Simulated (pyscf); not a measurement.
HO–BH–OH (SMILES OBO) -> B–OH (SMILES [B]O) [singlet] + H₂O (SMILES O), a 1,1-elimination (singlet surface; B–H, B–O broken, H–O formed). PySCF, gas phase, ωB97X-D3(BJ)/def2-SVP geometries. MP2 and CC: frozen core, UHF for open shells. ΔMP2 is the change of the MP2 total energy from the triple- to the quadruple-zeta basis. Energies in kcal/mol from the reactant's lowest minimum found.

AM1 to PM7: differences of heats of formation from MOPAC, which are fitted to 298 K values and so differ in kind from electronic energies by zero-point and thermal terms. 

Q: Quick PM6 single points give ΔE‡ = 72.0 kcal/mol and ΔE = +75.1 kcal/mol. What does CCSD(T)/def2-TZVPP + ΔMP2(QZVPP) give, and how far is the quick result from it?

A: CCSD(T)/def2-TZVPP + ΔMP2(QZVPP) gives ΔE‡ = 108.1 kcal/mol and ΔE = +87.5 kcal/mol. PM6 lies 36.1 kcal/mol under it in the barrier and 12.4 kcal/mol under it in the reaction energy, so on this step it does not hold to within 3.0 kcal/mol. At PM6 this geometry lies under one side, so its ΔE‡ may be no barrier of that level. CCSD(T)/def2-TZVPP + ΔMP2(QZVPP) has limits of its own. On the product side the descent ends in a bound adduct, 11.2 kcal/mol under the separated species and 28.0 kcal/mol under the saddle at ωB97X-D3(BJ)/def2-TZVP. The same reactants have a lower exit, to H₂O + HB=O (barrier +54.0 kcal/mol at ωB97M-D3(BJ)/def2-TZVP, against +106.6 kcal/mol here). B–OH [singlet] lies 44.5 kcal/mol over its isomer HB=O (electronic energy, ωB97M-D3(BJ)/def2-TZVP). This is the saddle that the search found; another between the same sides may lie lower. The CCSD(T) − MP2 part came from Ansatz, without density fitting, on the same reference.
